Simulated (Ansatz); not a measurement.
# Where CCSD(T) holds and where it slips

Each species is computed at the geometry given (Å), with frozen cores, in Ansatz 0.2.0: RHF-CCSD(T) for singlets, UHF-CCSD(T) otherwise, and full CI in the same basis. The program picks the determinant by a search with trial CCSD, so it needn't be the lowest Hartree–Fock solution. States: Mg2H doublet Σ⁺ or Δ, BeSe singlet Σ⁺, H3S⁺ triplet A1, Al2⁺ quartet Πg. Cases whose determinant has another symmetry than full CI's state, or lies over 0.5 eV above the lowest of its kind, whose (Q) step broke down or whose higher cluster runs on it stay over 0.1 eV above full CI weren't drawn. No relativity is included.

**Question.** Judging by size, spin and bonding and the diagnostics given, rank them by the size of CCSD(T)'s error in total energy against full CI in the same basis, smallest first (an estimate).
A. Al2⁺, quartet, cc-pVTZ: Al 0.000 0.000 0.000; Al 0.000 0.000 2.509. T1 0.025, (T) -105 meV in a correlation energy of -2.13 eV
B. Mg₂H, doublet, cc-pVDZ: Mg 0.000 0.000 0.563; Mg 0.000 0.000 -3.357; H 0.000 0.000 2.795. T1 0.056, (T) -29 meV in a correlation energy of -1.95 eV
C. BeSe, singlet, 6-31G: Se 0.000 0.000 0.000; Be 0.000 0.000 1.868. T1 0.042, (T) -156 meV in a correlation energy of -2.62 eV
D. H₃S⁺, triplet, 6-31G: S 0.000 -0.132 0.000; H 0.000 4.450 0.000; H 0.000 -0.130 1.520; H 0.000 -0.130 -1.520. T1 0.011, (T) -17 meV in a correlation energy of -1.66 eV

**Answer.** D (5.9 meV), B (18.4 meV), C (25.7 meV), A (37.9 meV).

```tsv
species	basis	correlated electrons	CCSD(T) − full CI (meV)	CCSDT(Q) − full CI (meV)	unpaired electrons (full CI)	T1	⟨S²⟩ of the determinant
H3S⁺, triplet	6-31G	8	5.9	-0.1	2.03	0.011	2.01
Mg2H, doublet	cc-pVDZ	5	18.4	0.0	1.14	0.056	0.94
BeSe, singlet	6-31G	8	25.7	-8.6	0.09	0.042	0.00
Al2⁺, quartet	cc-pVTZ	5	37.9	-1.3	3.05	0.025	3.76
```

Unpaired electrons are Σ n²(2−n)² over natural occupations; an open shell counts its own unpaired electrons too. Frozen cores follow each run's orbitals, which moves totals by a few meV. RHF is unstable for BeSe, singlet in 6-31G: UHF reaches ⟨S²⟩ = 1.01.
